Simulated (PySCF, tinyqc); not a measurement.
MP2 on RHF in the sto-6g basis, frozen core, for CH2, spin multiplicity 1, step by step. The lowest restricted solution is unstable here: a spin-polarised one lies 0.0351 hartree lower (PySCF). Computed by tinyqc, a small Python program that keeps every step (integrals from PySCF). Settings: charge = 0, multiplicity = 1, basis = sto-6g, method = RHF, frozen orbitals = 1, energy threshold = 1e-10, iteration cap = 63, orthogonalisation = canonical, start = atomic densities, DIIS depth = 6. Command: `OMP_NUM_THREADS=1 python tinyqc.py 27929 27930 out.jsonl` (the two numbers bound the seeds that draw the settings). One thread of a shared host (Intel(R) Xeon(R) Processor @ 2.60GHz), about 0.2 s of CPU time with the checks. The early iterations of the SCF are left out here.

## One-electron integrals

Geometry (angstrom):
```
atom         x          y         z
C     0.000000   0.000000  0.000000
H     0.000000   0.806000  0.606000
H     0.000000  -0.806000  0.606000
```

Basis sto-6g: exponents (1/bohr^2) and contraction coefficients of normalised primitives:
```
element  l (shell)    exponent  coefficient
C            s (1)  742.737049     0.009164
C            s (1)  136.180025     0.049361
C            s (1)   38.098264     0.168538
C            s (1)   13.087782     0.370563
C            s (1)    5.082369     0.416492
C            s (1)    2.093200     0.130334
C            s (2)   30.497239    -0.013253
C            s (2)    6.036200    -0.046992
C            s (2)    1.876046    -0.033785
C            s (2)    0.721783     0.250242
C            s (2)    0.313471     0.595117
C            s (2)    0.143687     0.240706
C            p (3)   30.497239     0.003760
C            p (3)    6.036200     0.037679
C            p (3)    1.876046     0.173897
C            p (3)    0.721783     0.418036
C            p (3)    0.313471     0.425860
C            p (3)    0.143687     0.101708
H            s (1)   35.523221     0.009164
H            s (1)    6.513144     0.049361
H            s (1)    1.822143     0.168538
H            s (1)    0.625955     0.370563
H            s (1)    0.243077     0.416492
H            s (1)    0.100112     0.130334
```

Overlap, kinetic and nuclear-attraction integrals over the contracted functions; the nuclear repulsion is the sum of Za Zb / Rab.

nuclear repulsion = 6.62549905 hartree

overlap S:
```
           1C 1s     1C 2s    1C 2px     1C 2py    1C 2pz     2H 1s      3H 1s
1C 1s   1.000000  0.243228  0.000000   0.000000  0.000000  0.077613   0.077613
1C 2s   0.243228  1.000000  0.000000   0.000000  0.000000  0.539157   0.539157
1C 2px  0.000000  0.000000  1.000000   0.000000  0.000000  0.000000   0.000000
1C 2py  0.000000  0.000000  0.000000   1.000000  0.000000  0.394263  -0.394263
1C 2pz  0.000000  0.000000  0.000000   0.000000  1.000000  0.296431   0.296431
2H 1s   0.077613  0.539157  0.000000   0.394263  0.296431  1.000000   0.218164
3H 1s   0.077613  0.539157  0.000000  -0.394263  0.296431  0.218164   1.000000
```

kinetic energy T (hartree):
```
            1C 1s      1C 2s    1C 2px     1C 2py    1C 2pz      2H 1s      3H 1s
1C 1s   16.068641  -0.492789  0.000000   0.000000  0.000000  -0.004393  -0.004393
1C 2s   -0.492789   0.492405  0.000000   0.000000  0.000000   0.135704   0.135704
1C 2px   0.000000   0.000000  1.479234   0.000000  0.000000   0.000000   0.000000
1C 2py   0.000000   0.000000  0.000000   1.479234  0.000000   0.248801  -0.248801
1C 2pz   0.000000   0.000000  0.000000   0.000000  1.479234   0.187064   0.187064
2H 1s   -0.004393   0.135704  0.000000   0.248801  0.187064   0.768522   0.000418
3H 1s   -0.004393   0.135704  0.000000  -0.248801  0.187064   0.000418   0.768522
```

nuclear attraction V (hartree):
```
             1C 1s      1C 2s     1C 2px     1C 2py     1C 2pz      2H 1s      3H 1s
1C 1s   -35.057499  -3.873698   0.000000   0.000000  -0.025100  -1.401665  -1.401665
1C 2s    -3.873698  -6.167331   0.000000   0.000000  -0.231345  -2.938070  -2.938070
1C 2px    0.000000   0.000000  -6.069969   0.000000   0.000000   0.000000   0.000000
1C 2py    0.000000   0.000000   0.000000  -6.256166   0.000000  -1.997022   1.997022
1C 2pz   -0.025100  -0.231345   0.000000   0.000000  -6.175225  -1.572369  -1.572369
2H 1s    -1.401665  -2.938070   0.000000  -1.997022  -1.572369  -4.621805  -1.086993
3H 1s    -1.401665  -2.938070   0.000000   1.997022  -1.572369  -1.086993  -4.621805
```

core Hamiltonian H = T + V (hartree):
```
             1C 1s      1C 2s     1C 2px     1C 2py     1C 2pz      2H 1s      3H 1s
1C 1s   -18.988858  -4.366487   0.000000   0.000000  -0.025100  -1.406058  -1.406058
1C 2s    -4.366487  -5.674925   0.000000   0.000000  -0.231345  -2.802367  -2.802367
1C 2px    0.000000   0.000000  -4.590734   0.000000   0.000000   0.000000   0.000000
1C 2py    0.000000   0.000000   0.000000  -4.776932   0.000000  -1.748221   1.748221
1C 2pz   -0.025100  -0.231345   0.000000   0.000000  -4.695991  -1.385305  -1.385305
2H 1s    -1.406058  -2.802367   0.000000  -1.748221  -1.385305  -3.853283  -1.086575
3H 1s    -1.406058  -2.802367   0.000000   1.748221  -1.385305  -1.086575  -3.853283
```

## Two-electron integrals

Functions are numbered as in S; the eight-fold symmetry (ij|kl) = (ji|kl) = (kl|ij) leaves the list below.

Two-electron integrals (ij|kl) in chemists' order, unique and non-zero (hartree):
```
(11|11) 3.543743    (21|11) 0.529462    (21|21) 0.100317    (22|11) 0.853596
(22|21) 0.199930    (22|22) 0.624844    (31|31) 0.021271    (32|31) 0.031868
(32|32) 0.138108    (33|11) 0.853598    (33|21) 0.199930    (33|22) 0.624843
(33|33) 0.673218    (41|41) 0.021271    (42|41) 0.031868    (42|42) 0.138108
(43|43) 0.036281    (44|11) 0.853598    (44|21) 0.199930    (44|22) 0.624843
(44|33) 0.600655    (44|44) 0.673218    (51|51) 0.021271    (52|51) 0.031868
(52|52) 0.138108    (53|53) 0.036281    (54|54) 0.036281    (55|11) 0.853598
(55|21) 0.199930    (55|22) 0.624843    (55|33) 0.600655    (55|44) 0.600655
(55|55) 0.673218    (61|11) 0.179090    (61|21) 0.032607    (61|22) 0.063738
(61|33) 0.063495    (61|41) 0.001698    (61|42) 0.003252    (61|44) 0.063961
(61|51) 0.001276    (61|52) 0.002445    (61|54) 0.000350    (61|55) 0.063758
(61|61) 0.010900    (62|11) 0.376360    (62|21) 0.089175    (62|22) 0.300770
(62|33) 0.294177    (62|41) 0.007178    (62|42) 0.045197    (62|44) 0.306813
(62|51) 0.005397    (62|52) 0.033982    (62|54) 0.009501    (62|55) 0.301320
(62|61) 0.029768    (62|62) 0.181415    (63|31) 0.010226    (63|32) 0.050287
(63|43) 0.009132    (63|53) 0.006866    (63|63) 0.023983    (64|11) 0.241472
(64|21) 0.058090    (64|22) 0.207547    (64|33) 0.197060    (64|41) 0.014348
(64|42) 0.079504    (64|44) 0.223755    (64|51) 0.003100    (64|52) 0.021966
(64|54) 0.013205    (64|55) 0.201826    (64|61) 0.020472    (64|62) 0.149095
(64|64) 0.144341    (65|11) 0.181554    (65|21) 0.043675    (65|22) 0.156047
(65|33) 0.148162    (65|41) 0.003100    (65|42) 0.021966    (65|44) 0.154500
(65|51) 0.012556    (65|52) 0.066803    (65|54) 0.013898    (65|55) 0.165477
(65|61) 0.015392    (65|62) 0.112099    (65|64) 0.090492    (65|65) 0.092021
(66|11) 0.508035    (66|21) 0.122703    (66|22) 0.463989    (66|33) 0.439498
(66|41) 0.013590    (66|42) 0.109457    (66|44) 0.486436    (66|51) 0.010218
(66|52) 0.082297    (66|54) 0.035290    (66|55) 0.466032    (66|61) 0.041873
(66|62) 0.339769    (66|64) 0.310254    (66|65) 0.233268    (66|66) 0.774999
(71|11) 0.179090    (71|21) 0.032607    (71|22) 0.063738    (71|33) 0.063495
(71|41) -0.001698   (71|42) -0.003252   (71|44) 0.063961    (71|51) 0.001276
(71|52) 0.002445    (71|54) -0.000350   (71|55) 0.063758    (71|61) 0.010602
(71|62) 0.028068    (71|64) 0.017235    (71|65) 0.014496    (71|66) 0.038386
(71|71) 0.010900    (72|11) 0.376360    (72|21) 0.089175    (72|22) 0.300770
(72|33) 0.294177    (72|41) -0.007178   (72|42) -0.045197   (72|44) 0.306813
(72|51) 0.005397    (72|52) 0.033982    (72|54) -0.009501   (72|55) 0.301320
(72|61) 0.028068    (72|62) 0.139427    (72|64) 0.080402    (72|65) 0.084004
(72|66) 0.212048    (72|71) 0.029768    (72|72) 0.181415    (73|31) 0.010226
(73|32) 0.050287    (73|43) -0.009132   (73|53) 0.006866    (73|63) 0.017589
(73|73) 0.023983    (74|11) -0.241472   (74|21) -0.058090   (74|22) -0.207547
(74|33) -0.197060   (74|41) 0.014348    (74|42) 0.079504    (74|44) -0.223755
(74|51) -0.003100   (74|52) -0.021966   (74|54) 0.013205    (74|55) -0.201826
(74|61) -0.017235   (74|62) -0.080402   (74|64) -0.029853   (74|65) -0.047307
(74|66) -0.108695   (74|71) -0.020472   (74|72) -0.149095   (74|74) 0.144341
(75|11) 0.181554    (75|21) 0.043675    (75|22) 0.156047    (75|33) 0.148162
(75|41) -0.003100   (75|42) -0.021966   (75|44) 0.154500    (75|51) 0.012556
(75|52) 0.066803    (75|54) -0.013898   (75|55) 0.165477    (75|61) 0.014496
(75|62) 0.084004    (75|64) 0.047307    (75|65) 0.067107    (75|66) 0.137022
(75|71) 0.015392    (75|72) 0.112099    (75|74) -0.090492   (75|75) 0.092021
(76|11) 0.134927    (76|21) 0.032096    (76|22) 0.112483    (76|33) 0.109320
(76|44) 0.112137    (76|51) 0.003187    (76|52) 0.021447    (76|55) 0.115992
(76|61) 0.010513    (76|62) 0.063244    (76|64) 0.044498    (76|65) 0.042941
(76|66) 0.113082    (76|71) 0.010513    (76|72) 0.063244    (76|74) -0.044498
(76|75) 0.042941    (76|76) 0.026304    (77|11) 0.508035    (77|21) 0.122703
(77|22) 0.463989    (77|33) 0.439498    (77|41) -0.013590   (77|42) -0.109457
(77|44) 0.486436    (77|51) 0.010218    (77|52) 0.082297    (77|54) -0.035290
(77|55) 0.466032    (77|61) 0.038386    (77|62) 0.212048    (77|64) 0.108695
(77|65) 0.137022    (77|66) 0.323825    (77|71) 0.041873    (77|72) 0.339769
(77|74) -0.310254   (77|75) 0.233268    (77|76) 0.113082    (77|77) 0.774999
```

## Orthogonalisation

S = U s U^T; canonical form X = U s^(-1/2), so that X^T S X = 1. Each column of U has its largest component positive (the first on a tie).

eigenvalues of S: 0.221764  0.322776  0.865441  1.000000  1.095924  1.459060  2.035035

X:
```
                1          2          3         4          5          6         7
1C 1s   -0.250967   0.000000   0.797428  0.000000  -0.596377   0.000000  0.150221
1C 2s    1.421696   0.000000  -0.354601  0.000000  -0.303801   0.000000  0.409825
1C 2px   0.000000   0.000000   0.000000  1.000000   0.000000   0.000000  0.000000
1C 2py   0.000000   1.118770   0.000000  0.000000   0.000000   0.639125  0.000000
1C 2pz   0.738531   0.000000   0.597545  0.000000   0.664380   0.000000  0.205915
2H 1s   -0.969452  -0.960854  -0.135621  0.000000   0.107495   0.372083  0.359492
3H 1s   -0.969452   0.960854  -0.135621  0.000000   0.107495  -0.372083  0.359492
```

## Iteration 7 (converged): orbitals

converged F (hartree):
```
             1C 1s      1C 2s    1C 2px     1C 2py     1C 2pz      2H 1s      3H 1s
1C 1s   -11.151782  -2.856469  0.000000   0.000000  -0.029278  -0.919164  -0.919164
1C 2s    -2.856469  -1.427489  0.000000   0.000000  -0.133797  -0.804538  -0.804538
1C 2px    0.000000   0.000000  0.214818   0.000000   0.000000   0.000000   0.000000
1C 2py    0.000000   0.000000  0.000000  -0.294122   0.000000  -0.374175   0.374175
1C 2pz   -0.029278  -0.133797  0.000000   0.000000  -0.308420  -0.324350  -0.324350
2H 1s    -0.919164  -0.804538  0.000000  -0.374175  -0.324350  -0.593359  -0.341624
3H 1s    -0.919164  -0.804538  0.000000   0.374175  -0.324350  -0.341624  -0.593359
```

Diagonalise F' = X^T F X, C = X C', fill 4 alpha and 4 beta electrons from the bottom; D = 2 C_occ C_occ^T. Each column has its largest component positive (the first on a tie).

F' = X^T F X (hartree):
```
           1         2          3         4          5          6          7
1   0.724753  0.000000   0.541844  0.000000  -0.250215   0.000000   0.003606
2   0.000000  0.775952   0.000000  0.000000   0.000000   0.117738   0.000000
3   0.541844  0.000000  -5.423106  0.000000   4.898685   0.000000  -2.203208
4   0.000000  0.000000   0.000000  0.214818   0.000000   0.000000   0.000000
5  -0.250215  0.000000   4.898685  0.000000  -4.965513   0.000000   2.163455
6   0.000000  0.117738   0.000000  0.000000   0.000000  -0.545773   0.000000
7   0.003606  0.000000  -2.203208  0.000000   2.163455   0.000000  -1.890972
```

orbital energies (hartree): MO1 -11.154374, MO2 -0.884841, MO3 -0.556179, MO4 -0.315989, MO5 0.214818, MO6 0.786358, MO7 0.800366

coefficients C:
```
              MO1        MO2        MO3        MO4       MO5        MO6        MO7
1C 1s    0.995659  -0.205283   0.000000   0.128158  0.000000   0.000000  -0.164941
1C 2s    0.021176   0.617504   0.000000  -0.628172  0.000000   0.000000   1.277048
1C 2px   0.000000   0.000000   0.000000   0.000000  1.000000   0.000000   0.000000
1C 2py   0.000000   0.000000   0.538147   0.000000  0.000000   1.170695   0.000000
1C 2pz   0.006240   0.192529   0.000000   0.784220  0.000000   0.000000   0.856844
2H 1s   -0.005984   0.276908   0.455232   0.186905  0.000000  -0.924364  -0.993666
3H 1s   -0.005984   0.276908  -0.455232   0.186905  0.000000   0.924364  -0.993666
```

D after iteration 7:
```
            1C 1s      1C 2s    1C 2px     1C 2py     1C 2pz      2H 1s      3H 1s
1C 1s    2.099804  -0.372369  0.000000   0.000000   0.134387  -0.077699  -0.077699
1C 2s   -0.372369   1.552718  0.000000   0.000000  -0.747212   0.106914   0.106914
1C 2px   0.000000   0.000000  0.000000   0.000000   0.000000   0.000000   0.000000
1C 2py   0.000000   0.000000  0.000000   0.579204   0.000000   0.489963  -0.489963
1C 2pz   0.134387  -0.747212  0.000000   0.000000   1.304215   0.399700   0.399700
2H 1s   -0.077699   0.106914  0.000000   0.489963   0.399700   0.637767  -0.191177
3H 1s   -0.077699   0.106914  0.000000  -0.489963   0.399700  -0.191177   0.637767
```

## Convergence

Stop when the energy changes by less than 1e-10 hartree and every element of the error matrix X^T (F D S - S D F) X is below 3e-06.

Course of the cycle:
```
iteration   E (hartree)     change  largest element of the error matrix
1          -38.82136021          -                             1.16e+00
2          -38.72592301   9.54e-02                             6.45e-02
3          -38.72896536  -3.04e-03                             1.92e-02
4          -38.72939534  -4.30e-04                             2.22e-03
5          -38.72940072  -5.38e-06                             6.20e-05
6          -38.72940072  -5.17e-09                             9.89e-06
7          -38.72940073  -8.55e-11                             4.77e-08
```

PySCF RHF in the same basis = -38.72940073 hartree

Converged in 7 iterations.

## Integrals over molecular orbitals

(pq|rs) = sum C_ip C_jq C_kr C_ls (ij|kl), one index at a time.

one-electron integrals over orbitals h = C^T H C (hartree):
```
            1          2          3          4          5          6          7
1  -18.976787   0.352931   0.000000  -0.217488   0.000000   0.000000   0.288496
2    0.352931  -4.734192   0.000000   0.126054   0.000000   0.000000  -0.874443
3    0.000000   0.000000  -4.243260   0.000000   0.000000  -0.805134   0.000000
4   -0.217488   0.126054   0.000000  -4.489278   0.000000   0.000000  -0.316607
5    0.000000   0.000000   0.000000   0.000000  -4.590734   0.000000   0.000000
6    0.000000   0.000000  -0.805134   0.000000   0.000000  -3.707593   0.000000
7    0.288496  -0.874443   0.000000  -0.316607   0.000000   0.000000  -3.613480
```

Two-electron integrals over orbitals (pq|rs), unique and non-zero (hartree); the lowest 1 orbital is frozen and left out:
```
(22|22) 0.575890    (32|32) 0.148237    (33|22) 0.541454    (33|33) 0.551011
(42|22) 0.040718    (42|33) 0.022173    (42|42) 0.064479    (43|32) 0.012375
(43|43) 0.030853    (44|22) 0.495047    (44|33) 0.481888    (44|42) -0.075870
(44|44) 0.693008    (52|52) 0.086733    (53|53) 0.022106    (54|52) -0.040188
(54|54) 0.056322    (55|22) 0.548339    (55|33) 0.503905    (55|42) -0.035522
(55|44) 0.590935    (55|55) 0.673218    (62|32) -0.014187   (62|43) -0.032076
(62|62) 0.052544    (63|22) 0.032632    (63|33) 0.025001    (63|42) -0.057474
(63|44) 0.125512    (63|55) 0.114527    (63|63) 0.118613    (64|32) -0.072653
(64|43) 0.017860    (64|62) -0.006790   (64|64) 0.065672    (65|53) 0.018124
(65|65) 0.021123    (66|22) 0.533952    (66|33) 0.543512    (66|42) -0.004763
(66|44) 0.537508    (66|55) 0.534461    (66|63) 0.055633    (66|66) 0.574995
(72|22) 0.082410    (72|33) 0.033546    (72|42) -0.001907   (72|44) 0.081601
(72|55) 0.126704    (72|63) 0.073058    (72|66) 0.043920    (72|72) 0.100296
(73|32) -0.064459   (73|43) -0.021156   (73|62) 0.048826    (73|64) 0.032082
(73|73) 0.075514    (74|22) 0.025192    (74|33) 0.005424    (74|42) -0.005266
(74|44) 0.054077    (74|55) 0.038035    (74|63) 0.033903    (74|66) 0.010888
(74|72) 0.040799    (74|74) 0.026843    (75|52) 0.058860    (75|54) -0.018738
(75|75) 0.049189    (76|32) 0.112615    (76|43) 0.024188    (76|62) -0.034220
(76|64) -0.050364   (76|73) -0.070976   (76|76) 0.110076    (77|22) 0.570526
(77|33) 0.539645    (77|42) 0.056116    (77|44) 0.469045    (77|55) 0.526633
(77|63) -0.000253   (77|66) 0.539739    (77|72) 0.069048    (77|74) 0.019921
(77|77) 0.605486
```

## Second-order Moller-Plesset energy

Hartree-Fock energy = -38.72940073 hartree

E2 = sum_ijab (ia|jb) [2 (ia|jb) - (ib|ja)] / (e_i + e_j - e_a - e_b) over occupied i, j and virtual a, b; the opposite-spin part is (ia|jb)^2 / denominator, the rest is same-spin, and SCS-MP2 scales them by 6/5 and 1/3.

Terms:
```
i  j  a  b    (ia|jb)    (ib|ja)  denominator       term
3  3  6  6   0.118613   0.118613    -2.685075  -0.005240
2  2  5  5   0.086733   0.086733    -2.199317  -0.003420
4  4  5  5   0.056322   0.056322    -1.061613  -0.002988
2  2  7  7   0.100296   0.100296    -3.370414  -0.002985
3  2  6  7   0.073058   0.048826    -3.027745  -0.002348
2  3  7  6   0.073058   0.048826    -3.027745  -0.002348
3  3  7  7   0.075514   0.075514    -2.713090  -0.002102
4  4  6  6   0.065672   0.065672    -2.204695  -0.001956
2  4  5  5  -0.040188  -0.040188    -1.630465  -0.000991
4  2  5  5  -0.040188  -0.040188    -1.630465  -0.000991
2  2  6  6   0.052544   0.052544    -3.342399  -0.000826
4  2  7  7   0.040799   0.040799    -2.801562  -0.000594
2  4  7  7   0.040799   0.040799    -2.801562  -0.000594
4  3  7  6   0.033903   0.032082    -2.458892  -0.000493
3  4  6  7   0.033903   0.032082    -2.458892  -0.000493
3  2  7  6   0.048826   0.073058    -3.027745  -0.000397
2  3  6  7   0.048826   0.073058    -3.027745  -0.000397
4  3  6  7   0.032082   0.033903    -2.458892  -0.000395
3  4  7  6   0.032082   0.033903    -2.458892  -0.000395
4  4  7  7   0.026843   0.026843    -2.232710  -0.000323
3  3  5  5   0.022106   0.022106    -1.541993  -0.000317
2  4  6  6  -0.006790  -0.006790    -2.773547  -0.000017
4  2  6  6  -0.006790  -0.006790    -2.773547  -0.000017
```

Pair energies (hartree; pair i-j sums ij and ji):
```
pair  opposite spin  same spin
2-2       -0.007231   0.000000
3-2       -0.005100  -0.000388
3-3       -0.007658   0.000000
4-2       -0.003203   0.000000
4-3       -0.001772  -2.70e-06
4-4       -0.005267   0.000000
```

MP2 correlation energy = -0.03062235 hartree

SCS-MP2 correlation energy = -0.03640831 hartree

MP2 total energy = -38.76002307 hartree
